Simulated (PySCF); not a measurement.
## Frontier orbitals and the lowest excitations

C₄H₉N.
SMILES with atom numbers: `[CH2:1]=[CH:2][N:3]([CH3:4])[CH3:5]` (hydrogens: H6, H7 on C1; H8 on C2; H9, H10, H11 on C4; H12, H13, H14 on C5)

Cartesian coordinates in Å at the GFN2-xTB level; atoms count from 1:
```
atom  x, y, z in Å
C1     2.070   -0.259    0.050
C2     0.851   -0.671    0.389
N3    -0.329    0.033    0.299
C4    -0.327    1.298   -0.391
C5    -1.552   -0.721    0.177
H6     2.923   -0.881    0.248
H7     2.269    0.689   -0.414
H8     0.726   -1.646    0.844
H9     0.458    1.931    0.021
H10   -1.287    1.789   -0.233
H11   -0.163    1.190   -1.472
H12   -1.756   -1.025   -0.860
H13   -1.495   -1.616    0.794
H14   -2.388   -0.112    0.526
```

Computed, not measured: TDDFT CAM-B3LYP/def2-SVPD, vertical, gas phase, core orbitals frozen in the response in PySCF.

Frontier orbitals with the atoms that hold most of them (Löwdin shares over 4%, at most four atoms; ? is withheld):

```tsv
orbital	ε (eV)	atoms
LUMO+2	2.12	C2 28%, C1 26%, H8 13%, N3 8%
LUMO+1	2.05	C4 14%, C5 12%, H7 11%, H9 10%
LUMO	?	?
HOMO	-6.95	?
HOMO-1	-10.14	C2 29%, N3 23%, C1 17%, C4 7%
HOMO-2	-11.51	C1 27%, C2 18%, H7 13%, H8 12%
HOMO-3	-12.16	C4 29%, C5 17%, H9 15%, N3 10%
```

**Question.** Give the leading atoms of the LUMO.

**Answer.** C5 (bonded to N and 3 H) 22%; C4 (bonded to N and 3 H) 16%; C2 (bonded to C, N and H) 9%; H12 (bonded to C) 8%. By element: carbon 47% or more, hydrogen 8% or more.

**Question.** Give the leading atoms of the HOMO.

**Answer.** N3 (bonded to 3 C) 34%; C1 (bonded to C and 2 H) 28%; C2 (bonded to C, N and H) 14%; C5 (bonded to N and 3 H) 4%. By element: carbon 47% or more, nitrogen 34%.

**Question.** What is the LUMO energy, and the HOMO–LUMO gap?

**Answer.** ε(LUMO) = 1.31 eV; the gap is 8.25 eV (0.3033 hartree).

**Question.** How does S1 compare with the orbital gap of 8.25 eV?

**Answer.** S1 is at 5.45 eV (f = 0.059), 2.81 eV below the gap, made of HOMO→LUMO (92%). Without the coupling terms of the response equations the lowest excitation would equal the gap.

**Question.** One configuration dominates each of S1 and S3. Which, and how do the shares of the two leading atoms of either orbital change from the occupied to the empty one?

**Answer.** 
- S1 (5.45 eV, f 0.059), HOMO→LUMO (92%): N3 34% → at most 8%, C1 28% → at most 8%, C5 4% → 22%, C4 at most 5% → 16%
- S3 (6.26 eV, f 0.059), HOMO→LUMO+1 (82%): N3 34% → at most 11%, C1 28% → at most 11%, C4 at most 5% → 14%, C5 4% → 12%
